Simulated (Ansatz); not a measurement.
Geometry optimisation, UHF/def2-SVP in Ansatz 0.2.0.

input.yaml

```yaml
crystal:
  periodic: [false, false, false]
  atoms:
    - { symbol: C, position_ang: [0.8447, -1.0862, 0.5332] }
    - { symbol: C, position_ang: [0.4784, 0.4231, 0.7551] }
    - { symbol: S, position_ang: [0.2498, 1.3235, -0.824] }
    - { symbol: C, position_ang: [-1.2431, 0.7756, -1.2865] }
    - { symbol: S, position_ang: [-1.9947, 1.1593, -2.7742] }
    - { symbol: H, position_ang: [0.9439, -1.5312, 1.4801] }
    - { symbol: H, position_ang: [1.7412, -1.1642, -0.0586] }
    - { symbol: H, position_ang: [0.0196, -1.5378, -0.0052] }
    - { symbol: H, position_ang: [1.3121, 0.9069, 1.3466] }
    - { symbol: H, position_ang: [-0.4168, 0.5375, 1.3911] }
    - { symbol: H, position_ang: [-2.96823, 1.19863, -3.75149] }
magnetization:
  spin_polarized: true
basis:
  gaussian: { orbitals: def2-SVP }
hamiltonian:
  xc: hf
relax:
  f_tol: 0.02
  max_steps: 50
output:
  orbitals: {}
```

Launched with:

```bash
$ ansatz run input.yaml --threads 2 --pin off --max-ram 3072MiB --backend cpu --events-out ev --progress --plain --runs-dir out
```

Task: Where does it end, and by what steps?

Result: It converged. After 9 steps the energy has fallen by 3.393 eV; H11 moved furthest, 0.80 Å.

```
step  energy less start (eV)  largest force component (eV/Å)  accepted
   0                  0.0000                           3.544       yes
   1                 -1.7736                           2.697       yes
   2                 -2.8135                           1.984       yes
   3                 -3.1912                           1.163       yes
   4                 -3.3604                           0.466       yes
   5                 -3.3738                           0.377       yes
   6                 -3.3906                           0.165       yes
   7                 -3.3929                           0.045       yes
   8                 -3.3933                           0.021       yes
   9                 -3.3934                           0.013       yes
```

```xyz
11
Properties=species:S:1:pos:R:3
C 0.780 -1.053 0.505
C 0.422 0.411 0.700
S 0.262 1.344 -0.859
C -1.222 0.800 -1.441
S -1.700 1.471 -2.931
H 0.879 -1.544 1.475
H 1.725 -1.161 -0.030
H 0.003 -1.567 -0.060
H 1.200 0.939 1.254
H -0.514 0.529 1.240
H -2.869 0.837 -3.047
```

Whether the end is a true minimum wasn't checked by a vibrational analysis.

Time of the run: 31 s on 2 threads of AMD EPYC 9R14 (Zen 4), on a shared host, peak memory 0.35 GiB.
